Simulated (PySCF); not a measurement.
## Boron: a sound run and one with changed settings

Sound run: B [He] 2s2 2p1, B⁺ [He] 2s2. All numbers are calculated (PySCF 2.14, the spin-free X2C one-electron Hamiltonian (Gaussian nucleus), in aug-cc-pVDZ-DK (4s3p2d, 23 functions)). In the sound run the correlated levels freeze 1s2. The sound run starts from symmetry-adapted Hartree-Fock orbitals and uses a fine grid where one is needed.

Changed run: all electrons correlated in a basis built for the valence shell.

| species | method | sound run (hartree) | changed run (hartree) | converged |
| --- | --- | --- | --- | --- |
| B | MP2 | -24.57437 | -24.57546 | yes |
| B | CCSD(T) | -24.59783 | -24.59874 | yes |
| B⁺ | MP2 | -24.27450 | -24.27560 | yes |
| B⁺ | CCSD(T) | -24.30050 | -24.30130 | yes |

Ionisation energy of B:

| method | sound run (eV) | changed run (eV) |
| --- | --- | --- |
| UHF | 8.040 | 8.040 |
| MP2 | 8.160 | 8.160 |
| SCS-MP2 | 8.124 | 8.122 |
| CCSD | 8.066 | 8.069 |
| CCSD(T) | 8.091 | 8.094 |

A valence basis has no tight correlating functions, so it recovers only part of the core correlation, and not evenly between atom and ion.

For comparison, NIST gives 8.298 eV between the lowest levels.
